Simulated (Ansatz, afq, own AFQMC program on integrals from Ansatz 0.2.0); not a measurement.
BSiH₂, quartet in cc-pVDZ, levels against CCSDT(Q)

```xyz
4

Si    0.0000   -0.4985    2.6227
B     0.0000   -0.5355   -2.6521
H     0.0000    0.7197    3.5183
H     0.0000    0.3143   -3.4889
```

Connectivity, by distances: SiH ··· BH.

Basis cc-pVDZ. Only valence electrons are correlated. AFQMC by an in-house program on the Cholesky factors that Ansatz 0.2.0 writes for its CCSD(T) run. The CISD trial takes its coefficients from CCSD amplitudes. Released means that phaseless walkers are propagated on without the constraint, phases kept. Error bars are statistical, one sigma.

Determinant: UHF, the one that the program's search chose, which needn't be the lowest solution. The geometry is a point of a scan.

No full CI on the walks' own integrals is used here; CCSDT(Q) serves as the reference and is uncertain by about the last step of the cluster series.

Cautions: lower spins were not checked.

* T1 diagnostic: 0.0170
* weight of the determinant in the CISD state: 0.892
* ⟨S²⟩ of the determinant: 3.768
* size of the correlated space: 9 electrons in 36 orbitals

Reference: CCSDT(Q), correlation energy -4.007 eV. The released energy is read at 2.40 1/Eh (meV from the phaseless value at times in 1/Eh: -7 ± 9 at 0.24, -10 ± 7 at 0.51, -7 ± 5 at 0.99, -20 ± 7 at 1.62, -13 ± 9 at 2.40).

```csv
level,E − E(reference) (kJ/mol),share of correlation (%)
HF,386.6,0.00
MP2,110.8,71.34
CCSD,9.0,97.67
CCSD(T),2.5,99.36
CCSDT,0.2,99.96
ph-AFQMC/CISD,1.3 ± 0.6,99.66
released AFQMC,0.1 ± 0.8,99.98
```

A walk keeps the symmetry of its determinant, which the program's search chose and which needn't be the lowest solution, so a lower state of the same spin and another symmetry isn't excluded. Released energies are given only where the last usable release times agree within the noise; a slower fall can still hide under it.
